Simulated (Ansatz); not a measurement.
Species: AlCl₃, charge 0, multiplicity 1. SMILES: [Cl][Al]([Cl])[Cl]
Structure (B3LYP-D3(BJ)/def2-TZVP (Ansatz, a quantum-chemistry and plane-wave program) minimum search):
```
Al
Cl 1 2.0764
Cl 1 2.0764 2 120.00
Cl 1 2.0764 2 120.00 3 -180.00
```

B3LYP/6-311+G** beside other levels, property by property. Set-up: no spin-orbit coupling; open shells spin-unrestricted; non-relativistic; atomisation electronic, to ground-state atoms; six Cartesian d functions in 6-31G* and its kin unless marked 5d; 6-311+G** with 5d, 6d on Na to Ar in Ansatz; valence correlation only; no dispersion term unless named. CBS(X,Y): correlation extrapolated as X^-3; Hartree-Fock from the larger set. Ab initio and DFT rows: single points at B3LYP-D3(BJ) geometries (Ansatz), with unscaled harmonic terms from B3LYP/6-31G* (Ansatz) at its own minima, enthalpies of formation by atomisation with measured atoms.

Measured values: G2/97 table in ASE (Curtiss et al.); they hold spin-orbit and core effects, anharmonicity. For [Cl][Al]([Cl])[Cl] (enthalpy of formation at 298 K) the tabulated value and CCSD(T)/CBS(cc-pV(T+d)Z,cc-pV(Q+d)Z) (Ansatz) part by 7.6 kcal/mol: another conformer or state, missing terms or a fault of the table's entry are possible. Coupled cluster (Ansatz) is a level with limits of its own, used here on species with T1 under 0.025 (0.045 for open shells) and stable references: CCSD(T)/CBS(cc-pV(T+d)Z,cc-pV(Q+d)Z).

| property | B3LYP/6-311+G** (Ansatz) | HF/3-21G (Ansatz) | B3LYP/6-31G* (Ansatz) | B3LYP/def2-TZVPD (Ansatz) | to compare with |
|---|---|---|---|---|---|
| atomisation energy (kcal/mol) | 285.4 | 193.2 | 286.3 | 294.2 | 313.8 coupled cluster |
| enthalpy of formation at 298 K (kcal/mol) | -118.9 | -26.7 | -119.7 | -127.7 | -139.7 measured |
| Al-Cl bond dissociation enthalpy at 298 K, to [Cl][Al][Cl] + Cl atom (kcal/mol) | 105.7 | 70.0 | 106.3 | 108.9 | 118.1 coupled cluster |

As the rows show:
- atomisation energy: B3LYP/6-311+G** lies 28.4 kcal/mol below coupled cluster.
- enthalpy of formation at 298 K: B3LYP/6-311+G** lies 20.8 kcal/mol above the measured value.
- Al-Cl bond dissociation enthalpy at 298 K, to [Cl][Al][Cl] + Cl atom: B3LYP/6-311+G** lies 12.4 kcal/mol below coupled cluster.

The properties are those with a value to compare with, at most eight drawn at random. No case is left out for the size of its miss. Left out are saddle points of the reference geometry, anions that the best level run finds unbound, excited spin states, species near biochemistry, 298 K rows of species without real B3LYP wavenumbers, cases with under five habitual levels, runs that failed or that the program found above a lower state of the same kind, table entries that another table contradicts, and a share of species set aside by lot.
